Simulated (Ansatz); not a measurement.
**AlBH₂ (singlet): wave-function methods side by side, cc-pVTZ**

The task here is to estimate one member of a computed series from the others.

Method: cc-pVTZ, core rule «outside noble gas», up to 6 orbitals frozen; program: Ansatz 0.2.0, Gaussian basis.

Plan: UHF; CCSD(T) on RHF; CCSD(T) on UHF; BCCD(T) on RHF; CCSDT(Q) on RHF; CASSCF and NEVPT2, 8 electrons in 10 orbitals.

13 further runs of the same task are left out: 6 that didn't finish, 7 set aside as unsound or not needed. Runs told in other sessions of the task aren't counted.

## The system

The geometry is a PBE0/def2-TZVP stationary point (not a proven minimum).

4 atoms, charge 0, spin multiplicity 1.

Atoms are counted from 1 here; the program's logs count them from 0.

Bond lengths: B1–Al2 2.240 Å, B1–H3 1.206 Å, B1–H4 1.206 Å. Angles: Al2–B1–H3 123.6°, Al2–B1–H4 123.6°, H3–B1–H4 112.9°.

Coordinates:

```
B     0.0000    0.0000    1.4848
Al    0.0000    0.0000   -0.7557
H     0.0000    1.0050    2.1514
H     0.0000   -1.0050    2.1514
```

Set-up of the first run:

The input, in.yaml:

```yaml
crystal:
  periodic: [false, false, false]
  atoms:
    - {symbol: B, position_ang: [0.000000, 0.000000, 1.484785]}
    - {symbol: Al, position_ang: [0.000000, 0.000000, -0.755666]}
    - {symbol: H, position_ang: [0.000000, 1.004980, 2.151421]}
    - {symbol: H, position_ang: [0.000000, -1.004980, 2.151421]}
basis:
  gaussian: {orbitals: cc-pVTZ}
magnetization: {spin_polarized: true, initial_magnetization: 0}
hamiltonian: {xc: hf}
output: {orbitals: {seedname: orbitals}}
```

Launch:

```sh
> ansatz run in.yaml --threads 1 --pin off --events-out ev --progress --plain --max-ram 2393MiB
```

Among the steps run: UHF; CCSD(T) on RHF; CCSD(T) on UHF; BCCD(T) on RHF; CCSDT(Q) on RHF; CASSCF and NEVPT2, 8 electrons in 10 orbitals.

One table of the session follows, with a row left open; its other results are not shown here.

| method | from RCCSDT(Q) (kcal/mol) |
| --- | --- |
| RHF | +121.30 |
| UHF | +116.60 |
| RMP2 | +25.91 |
| UMP2 | +29.92 |
| RCCSD | +4.25 |
| UCCSD | +4.77 |
| RCCSD(T) | +0.77 |
| UCCSD(T) | +1.13 |
| BCCD(T) | +0.75 |
| RCCSDT | +0.17 |
| RCCSDT(Q) | 0 |
| CASSCF valence | ? |
| NEVPT2 valence | +19.93 |

**Question.** Estimate the row for CASSCF valence.

As computed: from RCCSDT(Q) (kcal/mol): +64.65. In the column «from RCCSDT(Q) (kcal/mol)» it lies between UMP2 (+29.92) and UHF (+116.60).

With the free atoms at the same levels and basis (separate runs), the atomisation energy is 9.756 eV at RCCSDT(Q), 9.747 eV at RCCSD(T), 9.731 eV at UCCSD(T), 7.736 eV at RHF.

Limits of these values: The determinant of HF (⟨S²⟩ 0.69) is far from a pure spin state, so its energy mixes those of several spin states; that is harmless only where they are near-degenerate. The determinant of CCSD(T) (⟨S²⟩ 0.69) is far from a pure spin state, so its energy mixes those of several spin states; high orders of coupled cluster remove much of that, low ones don't. Warnings: restricted reference is unstable; spin contamination. Restricted and unrestricted rows rest on different reference determinants; a gap between their highest levels can come from leftover correlation error, from unlike frozen cores or from another state.
